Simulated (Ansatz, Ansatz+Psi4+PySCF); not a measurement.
```xyz
10

S     0.0000    0.2318   -0.4386
O     0.0000    1.5007    0.3798
C     1.3395   -0.8090    0.1807
C    -1.3396   -0.8090    0.1807
H     1.2558   -0.8964    1.2668
H    -2.2794   -0.3139   -0.0687
H     1.3044   -1.7933   -0.2926
H     2.2794   -0.3140   -0.0687
H    -1.3045   -1.7933   -0.2926
H    -1.2559   -0.8964    1.2668
```

Basis set: cc-pVTZ on H, C, O; cc-pV(T+d)Z on S (spherical functions). Left uncorrelated: 8 orbitals. Charge 0, multiplicity 1.

Computed with Ansatz (development build ahead of 0.2.0); each method stands on the lowest determinant of its kind that the runs found. Restricted open shells among the atoms or ions are ROHF, correlated in semicanonical orbitals with singles.

The atomization energy at this shape (free ground-state atoms in the same class of orbitals less the molecule, no zero-point energy) of singlet C₂H₆OS:

```csv
method,atomization energy
RHF,611.60 kcal/mol
```

Problem. What does RHF-MP2 give?

Solution. 840.96 kcal/mol.
